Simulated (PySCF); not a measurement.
PySCF input (B3PW91/6-31G* (5d)):

```python
from pyscf import gto, dft

mol = gto.M(
    atom='''
    C    -1.07418128   -0.21162505   -0.02193321
    O    -0.80426615   -1.25850516   -0.41995211
    O     0.06884204    0.79292447    0.19070633
    H    -1.99935379    0.30549760    0.23784596
    C     1.50958716    0.37523867    0.11783599
    H     2.04525726    1.24843873   -0.23885472
    H     1.81242425    0.05625082    1.10994200
    H     1.53355499   -0.43558812   -0.60121075
    H    -0.12092511    1.56836467    0.75082691
    ''',
    basis='6-31g*',
    charge=1,
    spin=0,
    verbose=4,
)

mf = dft.RKS(mol, xc='b3pw91')
mf.grids.level = 3
mf.conv_tol = 1e-9
mf.max_cycle = 100
mf.max_memory = 1500
mf.kernel()
if not mf.converged:
    mf = mf.newton()
    mf.kernel(mf.make_rdm1())
mf.dip_moment()
```

From the last part of the output:

```
[INPUT]  7 H      1.812424250000   0.056250820000   1.109942000000 AA    3.424985454020   0.106298644082   2.097486394152 Bohr   0.0
[INPUT]  8 H      1.533554990000  -0.435588120000  -0.601210750000 AA    2.897998928060  -0.823142249914  -1.136123660644 Bohr   0.0
[INPUT]  9 H     -0.120925110000   1.568364670000   0.750826910000 AA   -0.228515339483   2.963779689744   1.418857226853 Bohr   0.0

nuclear repulsion = 126.869725948328
number of shells = 34
number of NR pGTOs = 128
number of NR cGTOs = 66
basis = 6-31g*
ecp = {}

******** <class 'pyscf.dft.rks.RKS'> ********
method = RKS
initial guess = minao
damping factor = 0
level_shift factor = 0
DIIS = <class 'pyscf.scf.diis.CDIIS'>
diis_start_cycle = 1
diis_space = 8
diis_damp = 0
SCF conv_tol = 1e-09
SCF conv_tol_grad = None
SCF max_cycles = 100
direct_scf = True
direct_scf_tol = 1e-13
XC library pyscf.dft.libxc version 7.1.2
    S. Lehtola, C. Steigemann, M. J. T. Oliveira, and M. A. L. Marques,  SoftwareX 7, 1–5 (2018)
XC functionals = b3pw91
    A. D. Becke,  J. Chem. Phys. 98, 5648 (1993)
radial grids:
    Treutler-Ahlrichs [JCP 102, 346 (1995); DOI:10.1063/1.469408] (M4) radial grids

becke partition: Becke, JCP 88, 2547 (1988); DOI:10.1063/1.454033
pruning grids: <function nwchem_prune>
grids dens level: 3
symmetrized grids: False
atomic radii adjust function: <function treutler_atomic_radii_adjust>
small_rho_cutoff = 0
Set gradient conv threshold to 3.16228e-05
Initial guess from minao.
tot grids = 105440
init E= -229.926506437451
  HOMO = -0.384796779201241  LUMO = -0.0824283306182405  gap/eV = 8.22786
cycle= 1 E= -229.105228272685  delta_E= 0.821  |g|= 0.804  |ddm|= 2.65
  HOMO = -0.46455896607921  LUMO = -0.223908251897142  gap/eV = 6.54844
cycle= 2 E= -228.438966513945  delta_E= 0.666  |g|=    2  |ddm|= 1.87
  HOMO = -0.565573564737051  LUMO = -0.267929111862967  gap/eV = 8.09932
cycle= 3 E= -229.235712400481  delta_E= -0.797  |g|= 0.211  |ddm|= 1.42
  HOMO = -0.570335861982665  LUMO = -0.261320568932403  gap/eV = 8.40873
cycle= 4 E= -229.241521336819  delta_E= -0.00581  |g|= 0.112  |ddm|= 0.187
  HOMO = -0.567495764765068  LUMO = -0.259202186496903  gap/eV = 8.38910
cycle= 5 E= -229.243837512611  delta_E= -0.00232  |g|= 0.00789  |ddm|= 0.0684
  HOMO = -0.567834518277512  LUMO = -0.258928945915121  gap/eV = 8.40575
cycle= 6 E= -229.24384995788  delta_E= -1.24e-05  |g|= 0.00211  |ddm|= 0.00624
  HOMO = -0.567904449269741  LUMO = -0.258868725170739  gap/eV = 8.40929
cycle= 7 E= -229.243850839781  delta_E= -8.82e-07  |g|= 0.00083  |ddm|= 0.00179
  HOMO = -0.567945082296721  LUMO = -0.258901948854089  gap/eV = 8.40949
cycle= 8 E= -229.243851005669  delta_E= -1.66e-07  |g|= 0.000106  |ddm|= 0.000742
  HOMO = -0.567940739692677  LUMO = -0.258892740982679  gap/eV = 8.40962
cycle= 9 E= -229.2438510084  delta_E= -2.73e-09  |g|= 1.63e-05  |ddm|= 0.000109
  HOMO = -0.567943672822004  LUMO = -0.258896123193459  gap/eV = 8.40961
cycle= 10 E= -229.243851008468  delta_E= -6.79e-11  |g|= 4.35e-06  |ddm|= 2.11e-05
  HOMO = -0.567942102969089  LUMO = -0.258894212860784  gap/eV = 8.40962
Extra cycle  E= -229.243851008472  delta_E= -4.38e-12  |g|= 3.64e-06  |ddm|= 7e-06
converged SCF energy = -229.243851008472

WARN: System has nonzero charge 1; the dipole moment is origin-dependent.
Location of origin: [0. 0. 0.]

Dipole moment(X, Y, Z, Debye):  0.08708,  3.73953,  1.97379
```

The dipole moment of an ion depends on the origin.
